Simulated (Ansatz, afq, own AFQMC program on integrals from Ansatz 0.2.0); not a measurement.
## BH3Br, doublet in cc-pVTZ, levels against AFQMC with the constraint released

```xyz
5

B    -2.6316    0.0000    0.0000
H    -3.2283    1.0336    0.0000
H    -3.2283   -1.0336    0.0000
H    -1.1806    0.0000    0.0000
Br    0.4524    0.0000    0.0000
```

Connectivity, by distances: BH2 ··· Br, 1 bridging H.

Basis cc-pVTZ. Only valence electrons are correlated. Integrals, coupled cluster, full CI and functionals: Ansatz 0.2.0; the random walks run on the same integrals in our own AFQMC program. The CISD trial takes its coefficients from CCSD amplitudes. Released means that phaseless walkers are propagated on without the constraint, phases kept. Uncertainties: one standard error, sampling alone. No spin–orbit coupling.

Determinant: UHF, the one that the program's search chose, which needn't be the lowest solution. The geometry is a point of a scan.

No full CI on the walks' own integrals is used here. The released AFQMC energy serves as the reference, which it does only where one determinant dominates, the energy is flat over the last release times and near the phaseless one (40 meV or 2 meV an electron, half that with transition metals). On small molecules, where full CI could be run and the noise was under 10 meV, such values lay within 10 meV of it in 19 cases of 20, a flattering rate, since the rule was set on those same cases; what remains of the bias isn't in the error bar.

Cautions: no relativity below Rb; no spin-orbit coupling; inner d shell frozen; the released value is read at 2.40 1/Eh (meV from the phaseless value at times in 1/Eh: -7 ± 4 at 0.24, -6 ± 4 at 0.51, -12 ± 4 at 0.99, -16 ± 7 at 1.62, -17 ± 6 at 2.40).

* T1 diagnostic: 0.0131
* weight of the determinant in the CISD state: 0.871
* ⟨S²⟩ of the determinant: 0.783
* size of the correlated space: 13 electrons in 100 orbitals

Reference: AFQMC with the constraint released, correlation energy -8.611 ± 0.006 eV.

| level | E − E(reference) (kcal/mol) | share of correlation (%) |
| --- | --- | --- |
| HF | 198.58 ± 0.15 | 0.00 |
| MP2 | 31.30 ± 0.15 | 84.24 |
| CCSD | 7.31 ± 0.15 | 96.32 |
| CCSD(T) | 1.06 ± 0.15 | 99.47 |
| ph-AFQMC/CISD | 0.40 ± 0.19 | 99.80 |

A walk keeps the symmetry of its determinant, which the program's search chose and which needn't be the lowest solution, so a lower state of the same spin and another symmetry isn't excluded. Released energies are given only where the last usable release times agree within the noise; a slower fall can still hide under it.
